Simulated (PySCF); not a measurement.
```xyz
5

F     -0.4137    -0.8503    -0.9180
C      0.0000     0.0000     0.0000
F     -0.0619     1.2268    -0.4777
F     -0.7692    -0.0957     1.0660
F      1.2448    -0.2808     0.3298
```

Charge 0, multiplicity 1.

Problem. Give the Mulliken and meta-Löwdin atomic charges from ωB97X-D3(BJ)/def2-TZVP // PBE0-D3(BJ)/def2-TZVP (PySCF).

Solution. 
```
atom  Mulliken (e)  meta-Löwdin (e)
----  ------------  ---------------
F1           -0.14            -0.25
C2            0.56             1.01
F3           -0.14            -0.25
F4           -0.14            -0.25
F5           -0.14            -0.25
```
